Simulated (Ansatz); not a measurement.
Predict the output of the script below (the Ansatz DFT code, driven from Python).

The script, `bh5osi.py`:
```python
import logging
import sys
import warnings

import ansatz as az
import numpy as np

logging.basicConfig(stream=sys.stdout, format='%(name)s: %(message)s')
logger = logging.getLogger('ansatz_job')
logger.setLevel(logging.INFO)

GEOMETRY = '''
B    -0.86010    0.56410   -0.76310
Si    0.61880    0.08000    0.29340
O     0.13260   -1.16470    1.36520
H    -1.37220   -0.17360   -1.46860
H    -1.30170    1.71390   -0.75060
H     1.10320    1.25870    1.05790
H     1.72200   -0.39670   -0.58510
H     0.04950   -1.93880    0.79510
'''


def main() -> None:
    warnings.simplefilter('ignore', az.DeckWarning)

    system = az.Crystal.molecule()
    for line in GEOMETRY.strip().splitlines():
        symbol, *xyz = line.split()
        system = system.atom(symbol, [float(v) for v in xyz])

    model = (
        system.calculation()
        .basis(gaussian='6-31G*')
        .functional('b3lyp', dispersion='d3bj')
        .scf(lower_state_search='light')
    )
    symbols = [site.symbol for site in system.cartesian_sites]
    start = np.array([site.position_ang for site in system.cartesian_sites], dtype=float)
    rep = model.relax(force_tolerance=0.02).run(threads=1).report
    end = np.array(rep['positions_ang'])
    minimum = az.Crystal.molecule()
    for symbol, place in zip(symbols, end):
        minimum = minimum.atom(symbol, place.tolist())

    model = minimum.calculation()
    model = model.basis(gaussian='6-31G*').functional('b3lyp', dispersion='d3bj')
    model = model.scf(lower_state_search='light')
    model = model.md('nve', timestep=0.5, steps=40, temperature=500, initial_velocities='maxwell_boltzmann', seed=85)
    frames = []
    result = model.session().plan().execute(on_event=lambda e: frames.append(e['data']) if e['event'] == 'md_step' else None)
    logger.info('t (fs)   E_pot (eV)      E_kin (eV)   T (K)   d(0-1) (A)')
    for f in frames[::3]:
        xyz = np.array(f['positions_ang'])
        logger.info(f'{f["time_fs"]:6.2f} {f["lagrangian_ev"]:14.5f} {f["e_kin_ev"]:10.5f} {f["temperature_k"]:8.1f} {np.linalg.norm(xyz[0] - xyz[1]):9.4f}')
    kept = np.array([f['conserved_ev'] for f in frames])
    logger.info(f'conserved energy moves by at most {1000 * np.ptp(kept):.3f} meV')


if __name__ == '__main__':
    main()
```

```console
$ python bh5osi.py
ansatz_job: t (fs)   E_pot (eV)      E_kin (eV)   T (K)   d(0-1) (A)
ansatz_job:   0.00   -10682.43111    0.38778    500.0    2.0137
ansatz_job:   1.50   -10682.40655    0.36341    468.6    2.0167
ansatz_job:   3.00   -10682.35703    0.31406    404.9    2.0199
ansatz_job:   4.50   -10682.30394    0.26088    336.4    2.0234
ansatz_job:   6.00   -10682.24195    0.19909    256.7    2.0274
ansatz_job:   7.50   -10682.19231    0.14953    192.8    2.0318
ansatz_job:   9.00   -10682.16442    0.12151    156.7    2.0364
ansatz_job:  10.50   -10682.14928    0.10656    137.4    2.0408
ansatz_job:  12.00   -10682.16758    0.12482    160.9    2.0445
ansatz_job:  13.50   -10682.21345    0.17043    219.8    2.0473
ansatz_job:  15.00   -10682.25675    0.21379    275.7    2.0491
ansatz_job:  16.50   -10682.29670    0.25359    327.0    2.0499
ansatz_job:  18.00   -10682.31638    0.27317    352.2    2.0499
ansatz_job:  19.50   -10682.30714    0.26417    340.6    2.0492
ansatz_job: conserved energy moves by at most 0.653 meV
```

Notes:
- These settings explore the input space; basis and method may be short of convergence.
- The trajectory is only some femtoseconds long, so its temperature is not equilibrated; where the script doesn't relax first, it starts from a rough generated geometry.
- b3lyp holds the VWN-RPA fit, as in Gaussian; the form of ORCA and Turbomole is b3lyp5.
- The temperature counts the internal degrees of freedom alone.
- Wall time of the script: 98 s on 1 thread of Arm Neoverse V1, on a shared host, peak memory 0.2 GiB.

(Lines on the test bed's own set-up are left out of the output.)
